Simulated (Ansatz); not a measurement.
Cartesian coordinates (Å):
```xyz
4

Si    -0.0006    -0.0015     0.3377
H     -0.5297     1.3138    -0.1077
H      1.4025    -0.1972    -0.1111
H     -0.8722    -1.1150    -0.1189
```
Charge 0, spin multiplicity 2.

Computed with frozen-core CCSD(T)/cc-pVTZ // PBE0-D4/def2-TZVP (Ansatz, a quantum-chemistry and plane-wave program).

```
Quantity                        Value
----------------------  -------------
HF energy               -290.64029 Ha
MP2 correlation energy    -0.11651 Ha
```

Question: Estimate the CCSD correlation energy, the (T) correction, the total energy and the T1 diagnostic.

Answer: 
| Property | Result |
|---|---|
| CCSD correlation energy | -0.14271 Ha |
| (T) correction | -0.00351 Ha |
| CCSD(T) total energy | -290.78651 Ha |
| T1 diagnostic | 0.014 |
